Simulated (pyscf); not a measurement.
Thermochemistry of product channels of F–Ta(F)(F)(F)–F + H atom (H•) on the doublet surface, in eV, from ωB97M-D3(BJ)/def2-TZVP energies (ideal gas, 1 atm, RRHO with modes under 100 cm⁻¹ raised to 100, one conformer, R ln 2 for chiral ones without a mode under 150 cm⁻¹). Optimised with ωB97X-D3(BJ)/def2-SVP in PySCF.

```tsv
products	ΔE	ΔH(298 K)	ΔG(600 K)	ΔG(900 K)
hydrogen fluoride (HF) + [F–Ta(F)(F)–F]•	___	+0.13	-0.15	-0.27
F atom (F•) + F–TaH(F)(F)–F	+2.83	+2.95	+2.81	+2.76
```

### Question
Fill in the missing entries.

### Answer

- hydrogen fluoride (HF) + [F–Ta(F)(F)–F]•, ΔE: -0.04

These are energies of the channels, which say nothing of barriers. Left out: orbital degeneracy and the spin-orbit lowering of F. Open-shell species with a d-block atom are single-reference here; other states, and whether the spin sits on metal or ligand, were not checked. Elements past Kr carry the def2 core potentials, without spin-orbit coupling.
